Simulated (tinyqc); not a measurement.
Worked calculation: FCI on RHF in the sto-3g basis, for HF, spin multiplicity 1. One step of it, computed by the program tinyqc.

Question. FCI: determinants and Hamiltonian. Slater-Condon rules over spin orbitals, with the nuclear repulsion added and E(HF) subtracted on the diagonal. Only determinants linked to the reference directly or through others are kept (one block of an abelian symmetry group), so some states are absent.

one-electron integrals over orbitals h = C^T H C (hartree), lower triangle:
```
            1          2          3          4          5          6
1  -40.472069
2    0.717502  -9.127769
3   -0.157401   0.530541  -7.054002
4    0.000000   0.000000   0.000000  -8.642231
5    0.000000   0.000000   0.000000   0.000000  -8.642231
6   -0.168748   0.908683   2.141001   0.000000   0.000000  -6.046719
```

Two-electron integrals over orbitals (pq|rs), unique and non-zero (hartree):
```
(11|11) 5.363936    (21|11) -0.517335   (21|21) 0.078703    (22|11) 1.223528
(22|21) -0.021998   (22|22) 0.865987    (31|11) 0.119067    (31|21) -0.017274
(31|22) 0.008364    (31|31) 0.018830    (32|11) -0.131053   (32|21) 0.006134
(32|22) -0.041432   (32|31) 0.020676    (32|32) 0.143635    (33|11) 0.921051
(33|21) -0.009097   (33|22) 0.713220    (33|31) -0.002966   (33|32) -0.023196
(33|33) 0.702249    (41|41) 0.029554    (42|41) 0.039833    (42|42) 0.187079
(43|41) -0.008363   (43|42) -0.032779   (43|43) 0.038730    (44|11) 1.264020
(44|21) -0.014908   (44|22) 0.890042    (44|31) 0.003495    (44|32) -0.071660
(44|33) 0.701751    (44|44) 0.997514    (51|51) 0.029554    (52|51) 0.039833
(52|52) 0.187079    (53|51) -0.008363   (53|52) -0.032779   (53|53) 0.038730
(54|54) 0.053770    (55|11) 1.264020    (55|21) -0.014908   (55|22) 0.890042
(55|31) 0.003495    (55|32) -0.071660   (55|33) 0.701751    (55|44) 0.889973
(55|55) 0.997514    (61|11) 0.124912    (61|21) -0.020067   (61|22) 0.002261
(61|31) -0.011299   (61|32) -0.023918   (61|33) 0.007507    (61|44) 0.003568
(61|55) 0.003568    (61|61) 0.021530    (62|11) -0.182005   (62|21) 0.004555
(62|22) -0.099867   (62|31) -0.020007   (62|32) -0.068314   (62|33) -0.025358
(62|44) -0.098144   (62|55) -0.098144   (62|61) 0.018129    (62|62) 0.092365
(63|11) -0.402171   (63|21) 0.006818    (63|22) -0.215551   (63|31) 0.001676
(63|32) 0.087453    (63|33) -0.102212   (63|44) -0.230881   (63|55) -0.230881
(63|61) -0.005411   (63|62) 0.043536    (63|63) 0.215037    (64|41) -0.008130
(64|42) -0.032935   (64|43) -0.020282   (64|64) 0.029814    (65|51) -0.008130
(65|52) -0.032935   (65|53) -0.020282   (65|65) 0.029814    (66|11) 0.855333
(66|21) -0.009074   (66|22) 0.652538    (66|31) 0.011907    (66|32) 0.053696
(66|33) 0.658033    (66|44) 0.633598    (66|55) 0.633598    (66|61) -0.008130
(66|62) -0.058509   (66|63) -0.022415   (66|66) 0.689389
```

nuclear repulsion = 4.18138270 hartree

Hartree-Fock energy = -98.54174704 hartree

Give: determinants; H - E(HF) between determinants.

Answer.

Occupation strings over the orbitals (2 doubly, a alpha, b beta, 0 empty; spin orbitals ordered 1a 1b 2a 2b ...): 222220 22a22b 2a222b a2222b 22b22a 2b222a b2222a 222202 222022 220222 2ab222 a2b222 2ba222 202222 ab2222 b2a222 ba2222 022222

H - E(HF) between determinants (hartree), lower triangle:
```
        222220  22a22b  2a222b  a2222b  22b22a  2b222a  b2222a  222202
222220   0.000
22a22b   0.000   0.504
2a222b   0.000  -0.010   1.295
a2222b   0.000  -0.017   0.027  25.517
22b22a   0.000  -0.215  -0.044   0.005   0.504
2b222a   0.000  -0.044  -0.092  -0.018  -0.010   1.295
b2222a   0.000   0.005  -0.018  -0.022  -0.017   0.027  25.517
222202   0.030   0.020   0.033   0.008  -0.020  -0.033  -0.008   0.999
222022   0.030   0.020   0.033   0.008  -0.020  -0.033  -0.008   0.054
220222   0.215   0.080  -0.087  -0.002  -0.080   0.087   0.002   0.039
2ab222  -0.044   0.087  -0.193   0.007  -0.033   0.068   0.020   0.033
a2b222   0.005   0.002   0.007  -0.380  -0.016   0.024   0.011   0.008
2ba222   0.044  -0.033   0.068   0.020   0.087  -0.193   0.007  -0.033
202222   0.092   0.068   0.041  -0.005  -0.068  -0.041   0.005   0.187
ab2222  -0.018  -0.020   0.005  -0.123   0.024  -0.010   0.020  -0.040
b2a222  -0.005  -0.016   0.024   0.011   0.002   0.007  -0.380  -0.008
ba2222   0.018   0.024  -0.010   0.020  -0.020   0.005  -0.123   0.040
022222   0.022   0.011   0.020  -0.133  -0.011  -0.020   0.133   0.030

        222022  220222  2ab222  a2b222  2ba222  202222  ab2222  b2a222
222022   0.999
220222   0.039   1.084
2ab222   0.033   0.087   1.891
a2b222   0.008   0.032   0.027  26.118
2ba222  -0.033  -0.087  -0.144  -0.021   1.891
202222   0.187   0.144   0.105  -0.006  -0.105   2.841
ab2222  -0.040  -0.021   0.006  -0.195   0.021  -0.014  27.217
b2a222  -0.008  -0.032  -0.021  -0.019   0.027   0.006   0.017  26.118
ba2222   0.040   0.021   0.021   0.017   0.006   0.014  -0.079  -0.195
022222   0.030   0.019   0.017  -0.090  -0.017   0.079   0.481   0.090

        ba2222  022222
ba2222  27.217
022222  -0.481  55.376
```
